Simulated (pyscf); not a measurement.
Optimised with ωB97X-D3(BJ)/def2-SVP in PySCF.

Q: Estimate the classical barrier height and the reaction energy of HBe–CH₂–CH₃ + H₂C=CH₂ -> H₃C–CH₂–Be–CH₂–CH₃ at ωB97M-D3(BJ)/def2-TZVP. The step runs on the singlet surface, breaks Be–H and forms Be–C, C–H; take the separated reactants as zero.

A: ΔE‡ = 0.07 eV, ΔE = -1.45 eV. Zero-point energy shifts the barrier by +0.08 eV. It is an addition across a multiple bond or ene-type step, with an imaginary mode of 601i cm⁻¹. On the reactant side the descent ends in a complex, 0.25 eV under the separated species and 0.28 eV under the saddle at ωB97X-D3(BJ)/def2-TZVP. On the product side the descent ends in a point that may be a rotor saddle (no frequency run), 0.10 eV over the lowest minimum found and 1.47 eV under the saddle at ωB97X-D3(BJ)/def2-TZVP. At the saddle there is also a short Be–C contact that neither side keeps. HBe–CH₂–CH₃ lies 0.78 eV over its isomer H₃C–Be–CH₃ (electronic energy, ωB97M-D3(BJ)/def2-TZVP). This is the saddle that the search found; another between the same sides may lie lower.
